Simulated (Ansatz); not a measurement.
**C4H8O2 (1,3-dioxane) at 4 levels**

We compute a comparison of 4 runs (HF/STO-3G, HF/3-21G, CAM-B3LYP/def2-SVP, r2SCAN/def2-SVP) of C4H8O2 (1,3-dioxane). 

The calculation is run with Ansatz 0.2.0.

### 1 The system as given

C4H8O2: 14 atoms, total charge 0, spin state singlet. As SMILES, `C1COCOC1`. The shape is that of a PBE0-D4/def2-TZVP optimisation. This is one conformer, not always the lowest.

Bond lengths: C1–C2 1.518 Å, C2–O3 1.414 Å, O3–C4 1.394 Å, C4–O5 1.394 Å, C1–C6 1.518 Å, O5–C6 1.414 Å, C1–H7 1.093 Å, C1–H8 1.094 Å, C2–H9 1.091 Å, C2–H10 1.102 Å, C4–H11 1.107 Å, C4–H12 1.089 Å, C6–H13 1.091 Å, C6–H14 1.102 Å. Some angles: C1–C2–O3 110.4°, C2–C1–C6 108.6°, C2–O3–C4 110.8°, O3–C4–O5 113.0°, C4–O5–C6 110.8°, C1–C6–O5 110.4°, C1–C2–H9 112.1°, C1–C2–H10 110.0°, O3–C2–H9 106.8°, O3–C2–H10 109.4°.

### 2 Energy and gradient at HF/STO-3G (run 1)

Input file input.yaml:

```yaml
crystal:
  periodic: [false, false, false]
  atoms:
    - {symbol: C, position_ang: [-1.114250, 0.282820, -0.376250]}
    - {symbol: C, position_ang: [0.009610, 1.280180, -0.161890]}
    - {symbol: O, position_ang: [1.240390, 0.735410, -0.595240]}
    - {symbol: C, position_ang: [1.507660, -0.466310, 0.059040]}
    - {symbol: O, position_ang: [0.549240, -1.447800, -0.189510]}
    - {symbol: C, position_ang: [-0.723160, -1.034520, 0.268270]}
    - {symbol: H, position_ang: [-1.267540, 0.132130, -1.448230]}
    - {symbol: H, position_ang: [-2.047630, 0.658190, 0.053600]}
    - {symbol: H, position_ang: [-0.144240, 2.199400, -0.728650]}
    - {symbol: H, position_ang: [0.081120, 1.544040, 0.905890]}
    - {symbol: H, position_ang: [1.572920, -0.284480, 1.148700]}
    - {symbol: H, position_ang: [2.458190, -0.837990, -0.321750]}
    - {symbol: H, position_ang: [-1.421490, -1.835220, 0.021130]}
    - {symbol: H, position_ang: [-0.700790, -0.925880, 1.364900]}
basis:
  gaussian:
    orbitals: STO-3G
hamiltonian:
  xc: hf
accuracy: high
output: {forces: true, orbitals: {seedname: orbitals}}
```

On the command line:

```bash
$ ansatz run input.yaml --threads 1 --pin off --max-ram 2610MiB --events-out events.jsonl --progress --plain --runs-dir runs
```

The program printed:

```text
Warning: RAYON_NUM_THREADS=1 ignored (pool sized by the plan → 1); use --threads N
[... 12 lines left out ...]
Total energy: -8217.52477469 eV, -301.9884654315 hartree
[... 14 lines left out ...]
Dipole moment:    -0.264602     0.133223     0.266095 e Å
```

Wall time 1.9 s (1 thread of Arm Neoverse V1, shared host); peak memory 0.096 GiB.

### 3 Energy and gradient at HF/3-21G (run 2)

Changes to input.yaml since step 2:

```diff
@@ -19,3 +19,4 @@
   gaussian:
-    orbitals: STO-3G
+    orbitals: 3-21G.json
+output: {forces: true, orbitals: {seedname: orbitals}}
 hamiltonian:
@@ -23,2 +24 @@
 accuracy: high
-output: {forces: true, orbitals: {seedname: orbitals}}
```

The basis set 3-21G is read from a file made from the Basis Set Exchange's data (not shown).

On the command line:

```bash
$ ansatz run input.yaml --threads 1 --pin off --max-ram 2610MiB --events-out events.jsonl --progress --plain --runs-dir runs
```

The program printed:

```text
Warning: RAYON_NUM_THREADS=1 ignored (pool sized by the plan → 1); use --threads N
[... 13 lines left out ...]
Total energy: -8275.95670425 eV, -304.1357992361 hartree
[... 14 lines left out ...]
Dipole moment:    -0.375990     0.184998     0.354935 e Å
```

Run time: 2.7 s. Hardware: 1 thread of Arm Neoverse V1, shared host; peak memory 0.18 GiB.

Run 3 isn't shown in full; the table further down has it.

### 4 Energy and forces at r2SCAN/def2-SVP (run 4)

Input file job.yaml:

```yaml
crystal:
  periodic: [false, false, false]
  atoms:
    - symbol: C
      position_ang: [-1.114250, 0.282820, -0.376250]
    - symbol: C
      position_ang: [0.009610, 1.280180, -0.161890]
    - symbol: O
      position_ang: [1.240390, 0.735410, -0.595240]
    - symbol: C
      position_ang: [1.507660, -0.466310, 0.059040]
    - symbol: O
      position_ang: [0.549240, -1.447800, -0.189510]
    - symbol: C
      position_ang: [-0.723160, -1.034520, 0.268270]
    - symbol: H
      position_ang: [-1.267540, 0.132130, -1.448230]
    - symbol: H
      position_ang: [-2.047630, 0.658190, 0.053600]
    - symbol: H
      position_ang: [-0.144240, 2.199400, -0.728650]
    - symbol: H
      position_ang: [0.081120, 1.544040, 0.905890]
    - symbol: H
      position_ang: [1.572920, -0.284480, 1.148700]
    - symbol: H
      position_ang: [2.458190, -0.837990, -0.321750]
    - symbol: H
      position_ang: [-1.421490, -1.835220, 0.021130]
    - symbol: H
      position_ang: [-0.700790, -0.925880, 1.364900]
basis:
  gaussian:
    orbitals: def2-SVP
hamiltonian:
  xc: r2scan
accuracy: high
output: {forces: true, orbitals: {seedname: orbitals}}
```

On the command line:

```bash
$ ansatz run job.yaml --threads 1 --pin off --max-ram 2610MiB --events-out events.jsonl --progress --plain --runs-dir runs
```

The program printed:

```text
Warning: RAYON_NUM_THREADS=1 ignored (pool sized by the plan → 1); use --threads N
[... 16 lines left out ...]
Total energy: -8361.06625955 eV, -307.2635177041 hartree
[... 14 lines left out ...]
Dipole moment:    -0.294727     0.139083     0.246298 e Å
```

It took 35 s on 1 thread of Arm Neoverse V1, shared host; peak memory 0.53 GiB.

### 5 The series

```tsv
run	level	energy (Eh)	dipole moment (D)	HOMO energy (eV)	LUMO energy (eV)	wall time
1	HF/STO-3G	-301.988465	1.91	-9.05	14.71	1.9 s
2	HF/3-21G	-304.135799	2.64	-11.34	7.03	2.7 s
3	CAM-B3LYP/def2-SVP	-307.299011	2.05	-8.97	2.77	26 s
4	r2SCAN/def2-SVP	-307.263518	1.96	-6.28	1.70	35 s
```

### 6 Summary of results

| quantity | value |
| --- | --- |
| run 4: total energy | -307.26352 Eh |
| run 4: dipole moment | 1.96 D |
| run 4: HOMO energy | -6.28 eV |
| run 4: LUMO energy | 1.70 eV |
| run 4: HOMO–LUMO gap | 7.97 eV |
| run 4: largest force on an atom | 0.375 eV/Å |

The dipole moment (its size) runs from 1.91 D (HF/STO-3G) to 2.64 D (HF/3-21G). The HOMO–LUMO gap runs from 7.97 eV (r2SCAN/def2-SVP) to 23.76 eV (HF/STO-3G). The two ends differ in method and basis. Totals of different functionals can't be ranked against each other. In run 1 the basis is minimal, so the values are rough. All runs together took 66 s, the longest 35 s.
